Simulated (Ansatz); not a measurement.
**C3H5F: up Jacob's ladder to CCSD(T)**

How much do the methods differ for C3H5F? The plan is to run it at one geometry with functionals of several rungs and with coupled cluster, and see how far each lands from CCSD(T) at the basis-set limit for the atomisation energy.

Program: Ansatz 0.2.0, Gaussian basis. Level of theory: functionals in def2-TZVPP, the program's frozen cores in correlated methods. These are calculated values, not measurements.

Levels to be run: PBE-D4, r2SCAN-D4, PBE0-D4, B3LYP-D4, ωB97X-V, ωB97M-V, B2PLYP; CCSD(T)/def2-TZVPP; MP2/def2-QZVPP; extrapolation to the limit.

## 1. Structure used throughout

All runs share one geometry, relaxed beforehand with PBE0-D4 in a triple-zeta def2 set.

SMILES `C/C=C\F`, 9 atoms, charge 0, spin multiplicity 1.

Atoms are counted from 1 here; the program's logs count them from 0.

Bond lengths: C1–C2 1.489 Å, C1–H5 1.094 Å, C1–H6 1.094 Å, C1–H7 1.090 Å, C2–C3 1.320 Å, C2–H8 1.085 Å, C3–F4 1.342 Å, C3–H9 1.083 Å. Angles: C2–C1–H5 110.9°, C2–C1–H6 110.9°, C2–C1–H7 111.5°, H5–C1–H6 106.9°, H5–C1–H7 108.3°, H6–C1–H7 108.3°, C1–C2–C3 125.7°, C1–C2–H8 118.7°, C3–C2–H8 115.6°, C2–C3–F4 122.5°, C2–C3–H9 125.4°, F4–C3–H9 112.1°.

## 2. PBE-D4 (GGA)

Contents of in.yaml:

```yaml
crystal:
  periodic: [false, false, false]
  atoms:
    - {symbol: C, position_ang: [-0.394943, 0.599518, -0.891892]}
    - {symbol: C, position_ang: [-0.389647, -0.312600, 0.284524]}
    - {symbol: C, position_ang: [0.660362, -0.601215, 1.030691]}
    - {symbol: F, position_ang: [1.875381, -0.083142, 0.795487]}
    - {symbol: H, position_ang: [-0.721465, 0.071578, -1.792566]}
    - {symbol: H, position_ang: [-1.092068, 1.428528, -0.738980]}
    - {symbol: H, position_ang: [0.594892, 1.015067, -1.078768]}
    - {symbol: H, position_ang: [-1.317737, -0.794350, 0.574260]}
    - {symbol: H, position_ang: [0.659026, -1.265783, 1.886143]}
basis:
  gaussian: {orbitals: def2-TZVPP}
hamiltonian: {xc: pbe, dispersion: d4}
output: {forces: true, orbitals: {seedname: orbitals}}
```

Further steps of the session: r2SCAN-D4 (meta-GGA); PBE0-D4 (hybrid); B3LYP-D4 (hybrid); ωB97X-V (range-separated); ωB97M-V (range-separated); B2PLYP (double hybrid); CCSD(T) in def2-TZVPP; MP2 in def2-QZVPP.

Q: Predict the results of all the runs planned. Wanted: atomisation energy, CCSD(T)/CBS; farthest; mean size of error, hybrid; mean size of error, range-separated; gap, smallest and largest; T1 diagnostic; triples share of the correlation energy.

The runs gave:

```
                               quantity                                 value
        atomisation energy, CCSD(T)/CBS                         3635.4 kJ/mol
 functionals within 18.2 kJ/mol (0.5 %)            B3LYP-D4, ωB97X-V, ωB97M-V
                               farthest                PBE-D4 (+107.1 kJ/mol)
             mean size of error, hybrid                           21.5 kJ/mol
    mean size of error, range-separated                            9.2 kJ/mol
              gap, smallest and largest  5.60 eV (PBE-D4), 12.52 eV (ωB97X-V)
                          T1 diagnostic                                0.0114
triples share of the correlation energy                                 3.7 %
```

**Reading.** PBE-D4 misses by +107.1 kJ/mol. Double hybrids carry the basis error of their MP2 part in triple zeta, and no dispersion term here, so their miss is partly the set-up's. The reference freezes the cores and leaves out relativity and excitations past (T), so misses under about 18.2 kJ/mol can't be ranked. Hartree-Fock recovers 74 % of the binding; the rest is correlation. Orbital gaps span 5.6 to 12.5 eV; exact exchange widens them.
